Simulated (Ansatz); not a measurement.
# SiH2S (singlet): from Hartree-Fock to the top rungs, cc-pVDZ

An exercise on one series of results from a longer session: the logs are not shown, and one member is left open.

Program: Ansatz 0.2.0, Gaussian basis. Level of theory: cc-pVDZ, core rule «outside noble gas», up to 10 orbitals frozen. These are calculated values, not measurements.

To be run: UHF; CCSD(T) on RHF; BCCD(T) on RHF; CISD; CCSDT(Q) on RHF; CCSDTQ on RHF; CASSCF and MRCISD+Q, 12 electrons in 10 orbitals; CASSCF and NEVPT4(SD), 12 electrons in 10 orbitals; CASSCF and NEVPT2, 12 electrons in 10 orbitals.

5 further runs of the same task are left out: 4 for a known fault of the program, 1 set aside as unsound or not needed.

## The geometry

The geometry is a PBE0/def2-TZVP stationary point (not a proven minimum).

4 atoms, charge 0, spin multiplicity 1.

Atoms are counted from 1 here; the program's logs count them from 0.

Bond lengths: Si1–S2 1.938 Å, Si1–H3 1.485 Å, Si1–H4 1.485 Å. Angles: S2–Si1–H3 125.0°, S2–Si1–H4 125.0°, H3–Si1–H4 109.9°.

Set-up of the first run:

File in.yaml:

```yaml
crystal:
  periodic: [false, false, false]
  atoms:
    - {symbol: Si, position_ang: [0.000000, 0.000000, 0.971947]}
    - {symbol: S, position_ang: [0.000000, 0.000000, -0.966027]}
    - {symbol: H, position_ang: [0.000000, 1.216091, 1.824529]}
    - {symbol: H, position_ang: [0.000000, -1.216091, 1.824529]}
basis:
  gaussian: {orbitals: cc-pVDZ}
magnetization: {spin_polarized: true, initial_magnetization: 0}
hamiltonian: {xc: hf}
output: {orbitals: {seedname: orbitals}}
```

On the command line:

```console
> ansatz run in.yaml --threads 1 --pin off --events-out ev --progress --plain --max-ram 3968MiB --backend cpu
```

Steps of the session up to this table: UHF; CCSD(T) on RHF; BCCD(T) on RHF; CISD; CCSDT(Q) on RHF; CCSDTQ on RHF; CASSCF and MRCISD+Q, 12 electrons in 10 orbitals; CASSCF and NEVPT4(SD), 12 electrons in 10 orbitals; CASSCF and NEVPT2, 12 electrons in 10 orbitals.

One table of the session follows, with a row left open; its other results are not shown here.

| method | from RCCSDTQ (kJ/mol) |
| --- | --- |
| RHF | +688.8 |
| RMP2 | +104.9 |
| CISD | +86.0 |
| RCCSD | +27.9 |
| RCCSD(T) | +4.3 |
| BCCD(T) | +4.5 |
| RCCSDT | +1.7 |
| RCCSDT(Q) | -0.2 |
| RCCSDTQ | 0 |
| CASSCF valence | +486.3 |
| NEVPT2 valence | +108.8 |
| NEVPT4(SD) valence | ? |
| MRCISD valence | +38.5 |
| MRCISD+Q valence | +2.1 |

Q: Estimate the row for NEVPT4(SD) valence from the others.

**Answer.** from RCCSDTQ (kJ/mol): +12.4. In the column «from RCCSDTQ (kJ/mol)» it lies between BCCD(T) (+4.5) and RCCSD (+27.9).
